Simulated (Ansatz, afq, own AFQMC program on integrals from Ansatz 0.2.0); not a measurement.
## CH₅GaN, doublet in def2-SVP, levels against AFQMC with the constraint released

```xyz
8

Ga   -0.2222    0.0874   -1.6282
C    -1.5087   -1.3084   -1.0104
N    -0.4085    1.7723   -0.9432
H    -2.2115   -0.8737   -0.2821
H    -0.9651   -2.1414   -0.5403
H    -2.0722   -1.7066   -1.8674
H     0.1843    2.5578   -1.1835
H    -1.1207    2.0402   -0.2706
```

Basis def2-SVP. Noble-gas cores (and the filled d shells of Ga–Kr and In–Xe) are frozen. AFQMC by an in-house program on the Cholesky factors that Ansatz 0.2.0 writes for its CCSD(T) run. The CISD trial takes its coefficients from CCSD amplitudes. Released means that phaseless walkers are propagated on without the constraint, phases kept. ± is one standard error of the sampling. No spin–orbit coupling.

Determinant: UHF, the one that the program's search chose, which needn't be the lowest solution. The geometry is a PBE0/def2-SVP stationary point of this or a neighbouring charge and spin state.

No full CI on the walks' own integrals is used here. The released AFQMC energy serves as the reference, which it does only where one determinant dominates, the energy is flat over the last release times and near the phaseless one (40 meV or 2 meV an electron, half that with transition metals). On small molecules, where full CI could be run and the noise was under 10 meV, such values lay within 10 meV of it in 19 cases of 20, a flattering rate, since the rule was set on those same cases; what remains of the bias isn't in the error bar.

Cautions: no relativity below Rb; no spin-orbit coupling; inner d shell frozen; the released value is read at 1.50 1/Eh (meV from the phaseless value at times in 1/Eh: -6 ± 4 at 0.24, -1 ± 4 at 0.51, -8 ± 4 at 0.99, -8 ± 7 at 1.50).

* T1 diagnostic: 0.0157
* weight of the determinant in the CISD state: 0.853
* ⟨S²⟩ of the determinant: 0.756
* size of the correlated space: 17 electrons in 69 orbitals

```
  level  correlation energy (eV)
    MP2                 -10.1102
   CCSD                 -11.0137
CCSD(T)                 -11.3250
```

**Question.** Estimate where phaseless AFQMC with a CISD trial lies against CCSD(T) on the same integrals.

**Answer.** 4.7 ± 0.5 kJ/mol below CCSD(T).

Reference: AFQMC with the constraint released, correlation energy -11.382 ± 0.007 eV.

| level | E − E(reference) (kJ/mol) | share of correlation (%) |
| --- | --- | --- |
| CCSD(T) | 5.5 ± 0.6 | 99.50 |
| ph-AFQMC/CISD | 0.8 ± 0.8 | 99.93 |

Released energies are given only where the last usable release times agree within the noise; a slower fall can still hide under it.
